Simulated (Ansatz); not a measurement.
Structure relaxation of TlSn3

Method: DFT r2SCAN, scalar-relativistic, plane waves, PAW (Ansatz). Cutoff 500 eV, Γ-centred k mesh, Gaussian smearing, no spin polarisation in the final step.

TlSn3 was placed on the Cu3Au (L1_2) structure type (Pm-3m, No. 221), with Tl in place of Au, Sn in place of Cu, at a guessed volume.

```
Tl Sn
1.0
     4.84389    0.00000    0.00000
     0.00000    4.84389    0.00000
     0.00000    0.00000    4.84389
Tl Sn
1 3
Direct
  0.00000 0.00000 0.00000
  0.00000 0.50000 0.50000
  0.50000 0.00000 0.50000
  0.50000 0.50000 0.00000
```

Cell and atoms relax at zero pressure; the relaxation can't lower the symmetry of the start.

The zero of energy is the elements' standard structures at the same level; no fitted shifts are applied.

(1) Which crystal results?

(2) What are its volume, energy, density and gap?

Answers

(1) It keeps Pm-3m (No. 221). The result still has the Cu3Au (L1_2) structure. Conventional cell: a = 4.822 Å. Tl has 12 Sn at 3.41 Å; Sn has 4 Tl at 3.41 Å and 8 Sn at 3.41 Å.

```xyz
4
Lattice="4.8221 0.0000 0.0000 0.0000 4.8221 0.0000 0.0000 0.0000 4.8221" Properties=species:S:1:pos:R:3 pbc="T T T"
Tl    0.0000    0.0000    0.0000
Sn    0.0000    2.4110    2.4110
Sn    2.4110    0.0000    2.4110
Sn    2.4110    2.4110    0.0000
```

(2) The volume per atom is 28.03 Å³, the density is 8.30 g/cm³ and the energy over the elements is 0.20 eV/atom. The gap on the 10×10×10 mesh is 0 eV (a metal).

The final run used a 10×10×10 mesh on its 4-atom cell and 0.10 eV smearing. The k mesh leaves about 4 meV/atom of noise in metals. Spin–orbit coupling is left out. A structure relaxed within its symmetry needn't be a true minimum. The steps took of the order of 110 core-seconds in all.

Cost: 2 runs of about 1.8 core-minutes in all, on Arm Neoverse V1 (shared hosts).